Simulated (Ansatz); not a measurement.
# NO2F (nitryl fluoride): RPA@PBE/cc-pVTZ

Aim: the vertical ionisation energy of NO2F (nitryl fluoride) at RPA@PBE/cc-pVTZ, from 2 runs. 

The results are computed with Ansatz 0.2.0.

36 further runs of the same task are left out: 36 set aside as unsound or not needed.

## 1. The system as given

The species is NO2F (4 atoms), meant as a singlet with charge 0. SMILES: `O=[N+]([O-])F`. The coordinates come from a PBE0-D4/def2-TZVP relaxation.

Bond lengths: O1–N2 1.170 Å, N2–O3 1.170 Å, N2–F4 1.442 Å. Angles: O1–N2–O3 135.6°, O1–N2–F4 112.2°, O3–N2–F4 112.2°.

## 2. The energy at RPA@PBE/cc-pVTZ

Contents of run.yaml:

```yaml
crystal:
  periodic: [false, false, false]
  atoms:
    - {symbol: O, position_ang: [0.188290, 0.469930, 1.120250]}
    - {symbol: N, position_ang: [0.079720, -0.071800, 0.089140]}
    - {symbol: O, position_ang: [0.476580, -1.068680, -0.376880]}
    - {symbol: F, position_ang: [-0.744590, 0.670550, -0.832510]}
basis:
  gaussian:
    orbitals: cc-pVTZ
correlation:
  method: rpa
  frozen_orbitals: {F: 1, "N": 1, O: 1}
accuracy: high
hamiltonian:
  xc: {name: PBE}
```

Run with:

```console
$ ansatz run run.yaml --threads 1 --pin off --max-ram 3480MiB --events-out events.jsonl --progress --plain --runs-dir runs
```

The program printed:

```text
Warning: RAYON_NUM_THREADS=1 ignored (pool sized by the plan → 1); use --threads N
Functional definition: PBE
  name "PBE"
  parameter kappa = 0.804
  parameter beta = 0.06672455060314922
  exchange = pbe_x(kappa = kappa, mu = beta*pi^2/3)
  correlation = pbe_c(beta = beta)
2042 factors; integrals over basis functions are off by at most 3.0e-9 eV
mean field evaluation 1: about -8287.7397 eV, gradient 5.8e1 eV
mean field evaluation 2: about -8287.7359 eV, gradient 5.8e1 eV
mean field evaluation 4: about -8291.0690 eV, gradient 2.9e1 eV
mean field evaluation 8: about -8292.3774 eV, gradient 4.6e-1 eV
mean field evaluation 16: about -8292.3766 eV, gradient 2.5e-5 eV
mean field -8292.37658297 eV, -304.7392186495 hartree, gradient 4.9e-8 eV, S^2 0.000000; 0 other end points of the search recorded, 0 dependent functions left out
4 core orbitals not correlated: weight in the atoms' cores, before any rotation towards them, 1.000 or more for the frozen orbitals, at most 0.000 for the correlated occupied ones
reference -8257.92581287 eV, -303.4731761998 hartree; 12, 12 occupied and 104, 104 virtual orbitals, 2042 factors
Total energy: -8295.72768836 eV, -304.8623695011 hartree
```

Run time: 8.7 s. Hardware: 1 thread of Arm Neoverse V2, shared host; peak memory 0.42 GiB.

## 3. The doublet cation at the same level

Edit run.yaml of step 2 so:

```diff
@@ -8,9 +8,7 @@
 basis:
-  gaussian:
-    orbitals: cc-pVTZ
-correlation:
-  method: rpa
-  frozen_orbitals: {F: 1, "N": 1, O: 1}
+  gaussian: {orbitals: cc-pVTZ}
+total_charge: 1
+magnetization: {spin_polarized: true, initial_magnetization: 1}
+hamiltonian: {xc: {name: PBE}}
+correlation: {method: rpa, frozen_orbitals: {F: 1, "N": 1, O: 1}}
 accuracy: high
-hamiltonian:
-  xc: {name: PBE}
```

Run with:

```console
$ ansatz run run.yaml --threads 1 --pin off --max-ram 3480MiB --events-out events.jsonl --progress --plain --runs-dir runs
```

The program printed:

```text
Warning: RAYON_NUM_THREADS=1 ignored (pool sized by the plan → 1); use --threads N
[... 6 set-up lines as earlier in the session ...]
2042 factors; integrals over basis functions are off by at most 3.0e-9 eV
mean field evaluation 1: about -8275.5065 eV, gradient 4.0e1 eV
mean field evaluation 2: about -8275.4990 eV, gradient 4.0e1 eV
mean field evaluation 4: about -8272.4455 eV, gradient 4.4e1 eV
mean field evaluation 8: about -8279.6033 eV, gradient 3.0e-1 eV
mean field evaluation 16: about -8279.6015 eV, gradient 3.1e-4 eV
mean field evaluation 32: about -8273.0720 eV, gradient 3.2e1 eV
mean field evaluation 64: about -8278.2904 eV, gradient 2.7e-8 eV
mean field evaluation 96: about -8278.8071 eV, gradient 5.0e0 eV
mean field -8279.60149796 eV, -304.2697429347 hartree, gradient 1.6e-8 eV, S^2 0.754801; 7 other end points of the search recorded, 0 dependent functions left out
4 core orbitals not correlated: weight in the atoms' cores, before any rotation towards them, 1.000 or more for the frozen orbitals, at most 0.000 for the correlated occupied ones
reference -8243.72120889 eV, -302.9511666318 hartree; 12, 11 occupied and 104, 105 virtual orbitals, 2042 factors
Total energy: -8282.69318291 eV, -304.3833602607 hartree
```

Run time: 30 s. Hardware: 1 thread of Arm Neoverse V2, shared host; peak memory 0.5 GiB.

## 4. What came out

At RPA@PBE/cc-pVTZ, 4 core orbitals frozen:

| quantity | value |
| --- | --- |
| singlet NO2F: total energy | -304.86237 Eh |
| singlet NO2F: RPA correlation energy (valence) | -1389.2 mEh |
| doublet cation: total energy | -304.38336 Eh |
| doublet cation: RPA correlation energy (valence) | -1432.2 mEh |
| doublet cation: ⟨S²⟩ of the reference determinant | 0.755 |
| vertical ionisation energy (to the doublet cation) | 13.035 eV |

Removing an electron at fixed nuclei costs 13.03 eV (301 kcal/mol).
